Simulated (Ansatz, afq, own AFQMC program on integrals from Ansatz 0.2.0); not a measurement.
AFQMC on a folder of integrals that Ansatz 0.2.0 wrote.

```yaml
crystal:
  periodic: [false, false, false]
  atoms:
    - {symbol: S, position_ang: [-2.197077, 2.118113, 1.126151]}
    - {symbol: H, position_ang: [-2.162113, 0.901017, 1.717409]}
basis:
  gaussian: {orbitals: def2-TZVP}
magnetization: {spin_polarized: true, initial_magnetization: 1}
correlation: {method: ccsd_t, electrons: outside_noble_gas, hamiltonian_folder: ham}
```

```sh
$ ansatz run in.yaml --threads 1 --pin off --events-out ev --progress --plain --max-ram 24576MiB --backend cuda --devices 0, --max-vram 18GiB
```

afq runs on the folder ham with

```
--method phaseless --trial cisd --walkers 4000 --populations 20 --least-time 60 --time-step 0.005 --steps-per-block 50 --equilibration-blocks 28 --max-blocks 4000 --target-error 0.0001 --factor-cut 1e-05 --start spin_pure --seed 9024 --release-times 0.24,0.5,1,1.5 --release-step 0.02 --release-every 3 --taylor-order 6
```

Times are imaginary, in 1/Eh. The walk had a cap of 122 s. With eight or more populations the least sampling time is a fifth of least-time, and the error comes from their spread.

afq prints:

```
orbitals 38  electrons 4 3  factors 258 of 265
reference energy -398.09796138 Eh
CCSD correlation -0.17169958 Eh in 9 cycles, weight of the determinant in the CISD state 0.9179
energy of the start -398.269389 Eh
 block  time / (1/Eh)  mean weight  energy / Eh
     1     0.250  1.0001  -398.268838
     2     0.500  0.9999  -398.270513
     3     0.750  1.0001  -398.272007
     4     1.000  1.0000  -398.273226
     5     1.250  1.0001  -398.274055
     8     2.000  1.0000  -398.276164
    11     2.750  1.0000  -398.276707
    14     3.500  1.0000  -398.276982
    17     4.250  1.0000  -398.276651
    20     5.000  1.0001  -398.276988
    23     5.750  1.0000  -398.276567
    26     6.500  0.9998  -398.276025
    29     7.250  0.9998  -398.276329
    32     8.000  0.9998  -398.276878
    35     8.750  0.9998  -398.276676
    38     9.500  0.9999  -398.276602
    41    10.250  1.0001  -398.276308
    44    11.000  1.0002  -398.276679
    47    11.750  1.0002  -398.276368
    50    12.500  1.0001  -398.275886
    53    13.250  0.9998  -398.275860
    56    14.000  1.0000  -398.276271
    59    14.750  0.9996  -398.275680
    62    15.500  1.0003  -398.276385
    65    16.250  0.9997  -398.276307
    68    17.000  1.0002  -398.276785
    71    17.750  1.0002  -398.276017
    74    18.500  0.9998  -398.275696
    77    19.250  0.9999  -398.276386
    78    19.500  1.0002  -398.276021
error from the spread of 20 populations
released: time / (1/Eh)  energy / Eh  error  mean overlap
  0.24  -398.276474  0.000045  0.9975
  0.50  -398.276519  0.000052  0.9969
  1.00  -398.276546  0.000053  0.9949
  1.50  -398.276681  0.000044  0.9912
energy -398.276326 +/- 0.000064 Eh
(rows thinned)
```

The run passed its tests (sampling time, drift between the halves within three errors, error under three times the target), which doesn't prove that it has relaxed. The second half of the sampling lies above the first by 1.7 errors of their difference, so the energy may still be moving and its error bar be too small.

Against this walk (error 1.7 meV) on the same determinant: CCSD(T) 20.1 meV higher, CCSDT(Q) 8.1 meV lower. The error is statistical and leaves out the bias of the constraint. Released to 1.50 1/Eh the energy lies 9.7 ± 2.1 meV (both errors) below the phaseless value, which shows part or all of the bias of the constraint, and CCSDT(Q) lies 1.6 meV above the released value.

Cautions: constraint bias not in the error.

The walk took 52 s on 2 threads of a server CPU with a shared H100 80 GB, shared host (the card was shared). The log's last line is the phaseless energy.

CCSDT and higher add their correlation energy to the determinant of the CCSD(T) run, since their own runs factorise the integrals more tightly (a shift of under 2 meV). A walk keeps the symmetry of its determinant, which the program's search chose and which needn't be the lowest solution, so a lower state of the same spin and another symmetry isn't excluded.
